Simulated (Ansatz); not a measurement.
# C3H4ClN: a ladder of functionals and wavefunction methods

How much do the methods differ for C3H4ClN? The plan is to run it at one geometry with functionals of several rungs and with coupled cluster. The yardstick is the atomisation energy at the CCSD(T) limit.

Program: Ansatz 0.2.0, Gaussian basis. Level of theory: functionals in def2-TZVPP, the program's frozen cores in correlated methods. These are calculated values, not measurements.

Plan: LDA (SPW92), PBE-D4, revPBE-D4, BLYP-D4, r2SCAN-D4, B97M-V, PBE0-D4, B3LYP-D4, r2SCANh-D4, r2SCAN0-D4, HSE06-D4, BHLYP-D4, CAM-B3LYP-D4, LC-ωPBE, ωB97X-V, ωB97M-V, B2PLYP, PBE-QIDH; CCSD(T)/def2-SVP; CCSD(T)/def2-TZVPP; MP2/def2-QZVPP; extrapolation to the limit; RPA on PBE.

## 1. The relaxed structure

All runs share one geometry, relaxed beforehand with PBE0-D4 in a triple-zeta def2 set.

9 atoms, charge 0, spin multiplicity 1.

Atoms are counted from 1 here; the program's logs count them from 0.

Bond lengths: Cl1–C2 1.710 Å, C2–N3 1.272 Å, C2–C5 1.491 Å, N3–C4 1.493 Å, C4–C5 1.545 Å, C4–H6 1.091 Å, C4–H7 1.091 Å, C5–H8 1.090 Å, C5–H9 1.090 Å. Angles: Cl1–C2–N3 127.4°, Cl1–C2–C5 130.8°, N3–C2–C5 101.8°, C2–N3–C4 88.8°, N3–C4–C5 90.0°, N3–C4–H6 112.1°, N3–C4–H7 112.1°, C5–C4–H6 115.7°, C5–C4–H7 115.7°, H6–C4–H7 110.0°, C2–C5–C4 79.4°, C2–C5–H8 115.7°, C2–C5–H9 115.7°, C4–C5–H8 116.7°, C4–C5–H9 116.7°, H8–C5–H9 110.0°.

## 2. LDA

This LDA is Slater exchange with PW92 correlation.

Contents of in.yaml:

```yaml
crystal:
  periodic: [false, false, false]
  atoms:
    - {symbol: Cl, position_ang: [-1.061980, -2.393104, -0.798649]}
    - {symbol: C, position_ang: [-0.213162, -0.959515, -0.414260]}
    - {symbol: N, position_ang: [0.962011, -0.636751, -0.777755]}
    - {symbol: C, position_ang: [0.811724, 0.641154, -0.020337]}
    - {symbol: C, position_ang: [-0.613314, 0.220554, 0.404689]}
    - {symbol: H, position_ang: [0.872243, 1.513559, -0.672408]}
    - {symbol: H, position_ang: [1.539852, 0.726867, 0.787400]}
    - {symbol: H, position_ang: [-1.437944, 0.813533, 0.007813]}
    - {symbol: H, position_ang: [-0.770929, 0.027502, 1.466307]}
basis:
  gaussian: {orbitals: def2-TZVPP}
hamiltonian: {xc: lda}
output: {orbitals: {seedname: orbitals}}
```

Started as:

```
> ansatz run in.yaml --threads 2 --pin off --events-out ev --progress --plain --max-ram 4352MiB
```

Further steps of the session: PBE-D4 (GGA); revPBE-D4 (GGA); BLYP-D4 (GGA); r2SCAN-D4 (meta-GGA); B97M-V (meta-GGA); PBE0-D4 (hybrid); B3LYP-D4 (hybrid); r2SCANh-D4 (hybrid); r2SCAN0-D4 (hybrid); HSE06-D4 (hybrid); BHLYP-D4 (hybrid); CAM-B3LYP-D4 (range-separated); LC-ωPBE (range-separated); ωB97X-V (range-separated); ωB97M-V (range-separated); B2PLYP (double hybrid); PBE-QIDH (double hybrid); CCSD(T) in def2-SVP; CCSD(T) in def2-TZVPP; MP2 in def2-QZVPP; RPA on PBE orbitals.

Before running them: what should the planned runs give, taken together? Wanted: atomisation energy, CCSD(T)/CBS; farthest beyond LDA; mean size of error, GGA; mean size of error, meta-GGA; mean size of error, hybrid; mean size of error, range-separated; mean size of error, double hybrid; gap, smallest and largest; T1 diagnostic.

As calculated:

```
                               quantity                                      value
        atomisation energy, CCSD(T)/CBS                              3597.4 kJ/mol
 functionals within 18.0 kJ/mol (0.5 %)             B3LYP-D4, r2SCANh-D4, PBE-QIDH
                    farthest beyond LDA                     PBE-D4 (+171.6 kJ/mol)
                mean size of error, GGA                                88.5 kJ/mol
           mean size of error, meta-GGA                                26.6 kJ/mol
             mean size of error, hybrid                                57.7 kJ/mol
    mean size of error, range-separated                                27.1 kJ/mol
      mean size of error, double hybrid                                20.0 kJ/mol
              gap, smallest and largest  4.99 eV (LDA (SPW92)), 12.96 eV (LC-ωPBE)
                          T1 diagnostic                                     0.0111
triples share of the correlation energy                                      4.6 %
```

LDA overbinds by 646.9 kJ/mol (18 %). PBE-D4 is off by +171.6 kJ/mol. Double hybrids carry the basis error of their MP2 part in triple zeta, and no dispersion term here, so their miss is partly the set-up's. Taken by rung, double hybrid functionals do best (20.0 kJ/mol on average) and GGA ones worst beyond LDA (88.5 kJ/mol). The gap between the best rungs is small, so their order is not settled. The reference freezes the cores and leaves out relativity and excitations past (T), so misses under about 18.0 kJ/mol can't be ranked. Hartree-Fock recovers 69 % of the binding; the rest is correlation. CCSD(T) in def2-SVP is off by -180.4 kJ/mol, worse than the median functional, from the basis alone. The gap grows from 5.0 to 13.0 eV across the functionals, mostly with the share of exact exchange.
